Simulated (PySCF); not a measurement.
# Calculated NMR parameters of (CH3)2CHCHF2

```yaml
Formula: C4H8F2
SMILES: CC(C)C(F)F
InChI: InChI=1S/C4H8F2/c1-3(2)4(5)6/h3-4H,1-2H3
Point_group_of_the_computed_structure: C1
Degrees_of_unsaturation: 0
Carbon_signals: 3
Proton_signals: 3
```

Atoms are numbered as in `[CH3:1][CH:2]([CH3:3])[CH:4]([F:5])[F:6]` (H(Xn): hydrogen on atom n).

[PySCF 2.14.0 with density-fitted response routines: geometry from PBE0-D3(BJ)/def2-TZVP; shieldings: GIAO B97-2/pcSseg-2; non-relativistic Hamiltonian; one averaged value for each set of equivalent atoms; no solvent; one computed conformer]

Scale: $^{1}$H (σ = 31.64 ppm), $^{13}$C (σ = 185.38 ppm) vs TMS; $^{19}$F (σ = 175.98 ppm) against CFCl3 (reference shieldings calculated alike).

| carbon | δC, type | δH (multiplicity) | HMBC from (2–3 bonds) | span of the C tensor (ppm) |
| --- | --- | --- | --- | --- |
| C1/C3 | 16.6, CH3 | 1.02 (d) | H(C4), H(C2), H(C1)/H(C3) | 30 |
| C2 | 37.7, CH | 1.84 (m) | H(C4), H(C1)/H(C3) | 18 |
| C4 | 127.3, CH | 5.79 (m) | H(C2), H(C1)/H(C3) | 34 |

Other nuclei:
```
atoms   nucleus              environment  δ (ppm)  σ (ppm)
F5/F6  $^{19}$F  fluorine of a CF2 group   -141.6    317.6
```

1. Carbon types of the structure: 2 × CH, 2 × CH3, which accounts for all hydrogens.
2. δC 127.3: sp3 CH bonded to 2 F; 2 electronegative neighbours deshield it.
3. δC 37.7: sp3 CH; saturated and bonded to C and H only.
4. δC 16.6: methyl carbon; aliphatic region, no heteroatom directly attached.
5. δH 5.79: hydrogen on an sp3 CH bonded to 2 F; its carbon carries F, which withdraws density.
6. δH 1.02: hydrogen on a methyl carbon; far from electronegative atoms and π systems.

Splittings by $^{19}$F in the carbon and heteronuclear signals aren't shown, as no couplings were computed. Shifts are as computed. Against solution values, carbons near 30 ppm lie about +3 ppm off and those near 130 ppm about +7 ppm. Of 1211 compounds with measured shifts, 218 miss one by over three times the rms of a fit or turn the order of signals round; such compounds aren't used in these exercises. Unscaled 19F shifts against computed CFCl3 carry errors that often reach 10 to 50 ppm. Multiplicities follow the n + 1 count of equivalent neighbours, as no J values were calculated; m marks all less simple cases, F and P coupling included.
